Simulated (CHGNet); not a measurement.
## Fluorite CdF₂

Level of theory: the machine-learned potential CHGNet-r²SCAN (trained on r²SCAN data).

Cell (relaxed at this level):

```cif
data_Cd4F8
_chemical_formula_sum 'Cd4 F8'
_space_group_name_H-M_alt 'Fm-3m'
_space_group_IT_number 225
_space_group_name_Hall '-F 4 2 3'
_cell_length_a 5.40574
_cell_length_b 5.40574
_cell_length_c 5.40574
_cell_angle_alpha 90.000
_cell_angle_beta 90.000
_cell_angle_gamma 90.000
loop_
_atom_site_label
_atom_site_type_symbol
_atom_site_symmetry_multiplicity
_atom_site_Wyckoff_symbol
_atom_site_fract_x
_atom_site_fract_y
_atom_site_fract_z
_atom_site_occupancy
Cd1 Cd 4 a 0.00000 0.00000 0.00000 1
F1 F 8 c 0.25000 0.25000 0.25000 1
```
(The calculation used a cell of 3 atoms; values per cell refer to that cell.)

| Quantity | Result |
|---|---|
| lattice constant a | 5.406 Å |
| volume per atom | 13.16 Å³/atom |

Measured, for comparison: lattice constant a 5.388 Å (temperature not stated, copied from a table, unchecked, no zero-point or thermal correction; as tabulated in Crystal Structures 1, 239 (1963)). Computed (rounded) less measured: lattice constant a not scored (unchecked).

A machine-learned potential is trained on density-functional data: it inherits that level's misses and adds fitting errors of its own.

Note: the model gives imaginary modes for this phase (in the spectrum interpolated from a supercell).
